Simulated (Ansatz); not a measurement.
```yaml
atoms:
  - { symbol: C, position_ang: [0.6545, 0.7413, -0.0188] }
  - { symbol: C, position_ang: [-0.6372, 0.7728, -0.0357] }
  - { symbol: C, position_ang: [-0.6977, -0.7658, -0.0370] }
  - { symbol: C, position_ang: [0.6497, -0.7393, -0.0005] }
  - { symbol: H, position_ang: [1.4669, 1.5952, -0.0160] }
  - { symbol: H, position_ang: [-1.4432, 1.5957, -0.0300] }
  - { symbol: H, position_ang: [-1.4517, -1.5070, -0.0028] }
  - { symbol: H, position_ang: [1.4091, -1.5228, 0.0203] }
```

RHF on singlet C₄H₄ was run in several spherical basis sets with Ansatz (development build ahead of 0.2.0).

(1) Rank the basis sets by the total energy that they give, lowest first, with the distance from the lowest.
A. 6-31G(d)
B. cc-pVDZ
C. def2-SVP

Results:

(1) B (0.00 eV), A (0.46 eV), C (3.44 eV).

Totals follow the description of the cores as much as that of the bonds, so this order isn't one of quality for chemistry.
